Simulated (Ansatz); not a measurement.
**AlHO2 (triplet): wave-function methods side by side, cc-pVTZ**

One table from this session's results is given with a row withheld; the runs are named, their logs left out.

Method: cc-pVTZ, core rule «outside noble gas», up to 7 orbitals frozen; program: Ansatz 0.2.0, Gaussian basis.

The runs, in order: UHF; CCSD(T) on ROHF; CCSD(T) on UHF; BCCD(T) on ROHF; CCSDT(Q) on ROHF; CCSDT(Q) on UHF.

3 further runs of the same task are left out: 3 set aside as unsound or not needed. Runs told in other sessions of the task aren't counted.

### What is computed

The geometry is a PBE0/def2-TZVP stationary point (not a proven minimum) of the parent state, kept for this charge and spin.

4 atoms, charge 0, spin multiplicity 3.

Atoms are counted from 1 here; the program's logs count them from 0.

Bond lengths: O1–Al2 1.596 Å, Al2–O3 1.631 Å, O3–H4 0.946 Å. Angles: O1–Al2–O3 180.0°, Al2–O3–H4 180.0°.

The first run:

in.yaml

```yaml
crystal:
  periodic: [false, false, false]
  atoms:
    - {symbol: O, position_ang: [0.000000, 0.000000, -2.248625]}
    - {symbol: Al, position_ang: [0.000000, 0.000000, -0.653025]}
    - {symbol: O, position_ang: [0.000000, 0.000000, 0.977875]}
    - {symbol: H, position_ang: [0.000000, 0.000000, 1.923775]}
basis:
  gaussian: {orbitals: cc-pVTZ}
magnetization: {spin_polarized: true, initial_magnetization: 2}
hamiltonian: {xc: hf}
output: {orbitals: {seedname: orbitals}}
```

Run with:

```console
> ansatz run in.yaml --threads 1 --pin off --events-out ev --progress --plain --max-ram 4096MiB --backend cpu
```

Steps of the session up to this table: UHF; CCSD(T) on ROHF; CCSD(T) on UHF; BCCD(T) on ROHF; CCSDT(Q) on ROHF; CCSDT(Q) on UHF.

One of the session's tables, all rows but one given; the rest of the session is left out.

```
   method  from UCCSDT(Q) (kcal/mol)
     ROHF                    +331.17
      UHF                    +327.84
     RMP2                     +20.98
     UMP2                     +21.29
    RCCSD                     +12.16
    UCCSD                     +12.08
 RCCSD(T)                      +1.01
 UCCSD(T)                      +0.99
  BCCD(T)                      +0.98
   RCCSDT                          ?
   UCCSDT                      +0.56
RCCSDT(Q)                      +0.13
UCCSDT(Q)                          0
```

**Question.** Estimate the row for RCCSDT.

**Answer.** from UCCSDT(Q) (kcal/mol): +0.59. In the column «from UCCSDT(Q) (kcal/mol)» it lies between UCCSDT (+0.56) and BCCD(T) (+0.98).

To keep in mind: Restricted and unrestricted rows rest on different reference determinants; a gap between their highest levels can come from leftover correlation error, from unlike frozen cores or from another state.
